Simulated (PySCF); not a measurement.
Orbital picture of AlSi⁻

MN15 at R = 2.453 Å; Al aug-cc-pVDZ-DK, Si aug-cc-pVDZ-DK; spin-free X2C with a Gaussian nucleus (PySCF 2.14). State: ³Σ⁻ (triplet), unpaired electrons π ↑↑. Only the outer orbitals are listed, counted within each symmetry.

| spin | orbital | occ. | ε (eV) | on Al (%) | main shells (%) |
| --- | --- | --- | --- | --- | --- |
| α | 7σ | 1 | -8.47 | 23 | 75 Si s, 18 Al s |
| α | 8σ | 1 | -4.09 | 63 | 61 Al s, 20 Si p, 16 Si s |
| α | 3π | 1 | -1.17 | 26 | 72 Si p, 24 Al p |
| α | 3π | 1 | -1.17 | 26 | 72 Si p, 24 Al p |
| α | 9σ | 1 | -0.79 | 58 | 38 Si p, 36 Al p, 21 Al s |
| α | 4π | 0 | 2.95 | 94 | 93 Al p |
| α | 4π | 0 | 2.95 | 94 | 93 Al p |
| β | 7σ | 1 | -7.23 | 30 | 70 Si s, 24 Al s |
| β | 8σ | 1 | -3.63 | 71 | 68 Al s, 17 Si s, 12 Si p |
| β | 9σ | 1 | -0.19 | 55 | 39 Al p, 38 Si p, 16 Al s |
| β | 3π | 0 | 2.00 | 59 | 58 Al p, 42 Si p |
| β | 3π | 0 | 2.00 | 59 | 58 Al p, 42 Si p |

Task: Which are the highest filled and the lowest empty level, where do they sit, and how wide is the gap?

Result: Highest filled β 9σ at -0.19 eV (in %: 39 Al p, 38 Si p, 16 Al s); lowest empty β 3π at 2.00 eV (in %: 58 Al p, 42 Si p); the gap at MN15 is 2.19 eV. An empty level above zero is unbound, and its energy depends on the basis.

- bond order (Mayer): 1.52
- ⟨S²⟩: 2.016
- charge on Al (Mulliken, basis-dependent): -0.55
- charge on Al (Löwdin, basis-dependent): -0.40
- dipole moment (positive dipole points towards Si; it is taken about the centre of mass and depends on that origin): -0.06 D

The state was picked by a PBE0 search and need not be the measured ground state.
